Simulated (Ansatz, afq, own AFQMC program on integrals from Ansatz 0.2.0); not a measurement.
# P⁺, quintet: AFQMC among the cluster methods

A free P cation.

Basis cc-pVDZ. Noble-gas cores (and the filled d shells of Ga–Kr and In–Xe) are frozen. Integrals, coupled cluster, full CI and functionals: Ansatz 0.2.0; the random walks run on the same integrals in our own AFQMC program. The CISD trial takes its coefficients from CCSD amplitudes. Released means that phaseless walkers are propagated on without the constraint, phases kept. ± is one standard error of the sampling.

Determinant: UHF, the one that the program's search chose, which needn't be the lowest solution.

Full CI on the same integrals is exact in this basis and with this determinant's frozen core.

Cautions: another spin lies lower (by 5.22 eV).

The T1 diagnostic is 0.0010. The weight of the determinant in the CISD state is 0.984 and the ⟨S²⟩ of the determinant is 6.000. The size of the correlated space is 4 electrons in 13 orbitals.

```tsv
level	correlation energy (eV)
MP2	-0.4740
CCSD	-0.6468
CCSD(T)	-0.6481
```

Question: Estimate where AFQMC with the constraint released lies against CCSD(T) on the same integrals.

Answer: 0.02 ± 0.001 mEh below CCSD(T).

Reference: full CI, correlation energy -0.649 eV. The released energy is read at 2.40 1/Eh (meV from the phaseless value at times in 1/Eh: 0.01 ± 0.04 at 0.24, 0.03 ± 0.04 at 0.51, 0.04 ± 0.03 at 0.99, 0.03 ± 0.03 at 1.62, 0.07 ± 0.03 at 2.40).

```csv
level,E − E(reference) (mEh),share of correlation (%)
CCSD(T),0.02,99.91
CCSDT,0.00,100.00
CCSDT(Q),0.00,100.00
ph-AFQMC/CISD,-0.01 ± 0.002,100.02
released AFQMC,0.00 ± 0.001,100.01
```

CCSDT and higher add their correlation energy to the determinant of the CCSD(T) run, since their own runs factorise the integrals more tightly (a shift of under 2 meV). A walk keeps the symmetry of its determinant, which the program's search chose and which needn't be the lowest solution, so a lower state of the same spin and another symmetry isn't excluded. Released energies are given only where the last usable release times agree within the noise; a slower fall can still hide under it.
